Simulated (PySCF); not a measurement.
Stretching NaC⁺

Set-up: PySCF, no relativity, basis sets Na aug-cc-pVDZ, C aug-cc-pVDZ. Energies in eV from Na⁺ + C in their ground configurations at the same level. State: ³Π (triplet), unpaired electrons σ ↑, π ↑.

```
R (Å)  UHF-CCSD  UHF-CCSD(T)
2.464   -0.1904      -0.1904
2.574   -0.2328      -0.2329
2.656   -0.2494      -0.2498
2.738   -0.2570      -0.2574
2.820   -0.2579      -0.2585
2.930   -0.2521      -0.2528
3.067   -0.2378      -0.2387
3.231   -0.2155      -0.2164
```

Question: Put a parabola through the three lowest points of the UHF-CCSD curve and estimate Re, k and ωe (reduced mass 7.885 u; 1 eV/Å² = 0.16022 mdyn/Å; ωe = 1302.8·√(k/μ) cm⁻¹).

Answer: Through R = 2.738, 2.82, 2.93 Å the second-order coefficient is 0.332 eV/Å², so Re ≈ 2.796 Å, k ≈ 0.106 mdyn/Å and ωe ≈ 151 cm⁻¹. A polynomial fit of higher order to the unrounded UHF-CCSD energies gives Re = 2.792 Å, k = 0.124 mdyn/Å, ωe = 164 cm⁻¹; anharmonicity and rounding make the difference.

The higher-order fit for each curve: UHF-CCSD: Re = 2.792 Å, ωe = 164 cm⁻¹, De = 0.258 eV; UHF-CCSD(T): Re = 2.794 Å, ωe = 163 cm⁻¹, De = 0.259 eV.

Correlated steps freeze 2 core orbitals. The bond is weak. Basis-set superposition, not corrected here, can be much of De in a small basis, most of all at correlated wavefunction levels. For an ion De counts to the pair picked by the measured ionisation energies or electron affinities, which need not be the lowest pair at this level. The state is the lowest determinant that a PBE0 search found; another state may lie lower at other levels.
